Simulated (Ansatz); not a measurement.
**bcc K**

The numbers are results of revPBE in Ansatz (PAW), not measurements.

Numerical settings: plane-wave cutoff 520 eV, 16×16×16 k mesh, Fermi–Dirac smearing 0.05 eV, scalar-relativistic PAW data made under PBE.

Cell (relaxed at this level):

```cif
data_K
_chemical_formula_sum 'K1'
_space_group_name_H-M_alt 'P 1'
_space_group_IT_number 1
_cell_length_a 4.69496
_cell_length_b 4.69496
_cell_length_c 4.69496
_cell_angle_alpha 109.471
_cell_angle_beta 109.471
_cell_angle_gamma 109.471
loop_
_space_group_symop_operation_xyz
  'x, y, z'
loop_
_atom_site_label
_atom_site_type_symbol
_atom_site_fract_x
_atom_site_fract_y
_atom_site_fract_z
_atom_site_occupancy
K1 K 0.00000 0.00000 0.00000 1
```

* **bulk modulus**: 3.11 GPa
* **band gap**: zero (no gap)
* **pressure derivative B′ of the bulk modulus**: 3.7

Measured, for comparison: bulk modulus 3.75 GPa (corrected for temperature and zero-point phonon effects; as tabulated in Levämäki et al. (2014), arXiv:1402.3671). Computed (rounded) less measured: bulk modulus -17 %.

Computed values are for the static lattice.

The result took about 90 core-seconds (a rough figure).

Ansatz is an electronic-structure program.
